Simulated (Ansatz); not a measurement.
## How far each method lies from full CI for GaH2⁺, triplet

Geometry: a point of a bend scan, not a stationary point.

```yaml
atoms:
  - { symbol: Ga, position_ang: [0.0000, 0.0000, -0.0226] }
  - { symbol: H, position_ang: [0.0000, 1.5747, 0.7815] }
  - { symbol: H, position_ang: [0.0000, -1.5747, 0.7815] }
```

Basis cc-pVTZ; Ansatz 0.2.0. Only valence electrons are correlated (noble-gas cores and the filled d shells of p-block atoms frozen), which leaves 4 electrons in 57 orbitals. Prefix R: restricted or restricted open-shell reference; prefix U: unrestricted. Active spaces: pair = (4e, 4o) about the gap; valence = (4e, 6o) chosen from the atoms' valence shells. No spin–orbit coupling is included, and no scalar relativity.

Full CI is exact within this basis and frozen core; it isn't the basis-set limit. The frozen core follows each run's orbitals, which can shift R against U totals by a few meV for light atoms and by up to 0.1 eV past Ca.

```
UHF ⟨S²⟩                          : 2.096
T1 diagnostic (RCCSD)             : 0.0576
largest doubles amplitude (RCCSD) : 0.108
```

```
                   level  E − E(full CI) (kcal/mol)  share of correlation (%)  wall time
                     RHF                      45.77                      0.00          –
                    RMP2                      12.01                     73.76          –
                   RCCSD                       1.09                     97.61          –
                RCCSD(T)                       0.25                     99.45       12 s
                 BCCD(T)                       0.27                     99.41       11 s
                  RCCSDT                      -0.01                    100.01          –
               RCCSDT(Q)                      -0.02                    100.04       34 s
     CASSCF (pair space)                      26.80                     41.45          –
     NEVPT2 (pair space)                       9.71                     78.78      8.5 s
     MRCISD (pair space)                       1.25                     97.26          –
   MRCISD+Q (pair space)                       0.09                     99.80      9.5 s
  CASSCF (valence space)                      14.57                     68.17          –
  NEVPT2 (valence space)                       3.89                     91.50        9 s
  MRCISD (valence space)                       0.35                     99.24          –
MRCISD+Q (valence space)                       0.13                     99.72       10 s
```

The correlation energy at full CI, counted from RHF, is -1.985 eV. That run took 17 s on 1 thread of Intel Xeon, shared host over 645,788 determinants.

Run but not shown, since their state or frozen core can't be matched to the reference's or they repeat it: UHF, UMP2, UCCSD, UCCSD(T), UCCSDT, UCCSDT(Q).

Times hold each run's SCF and search for its determinant on a shared host, so for small cases they say little of a method's own cost; they ran on 1 thread of Intel Xeon.

The full-CI state has the irrep B2 of C2v, in the program's axes.

Natural occupations of full CI about the gap: 1.906 1.009 0.975 0.040 0.027 0.021 0.004 0.003 0.003 0.003; effectively unpaired electrons, Σ n²(2−n)², 2.04.
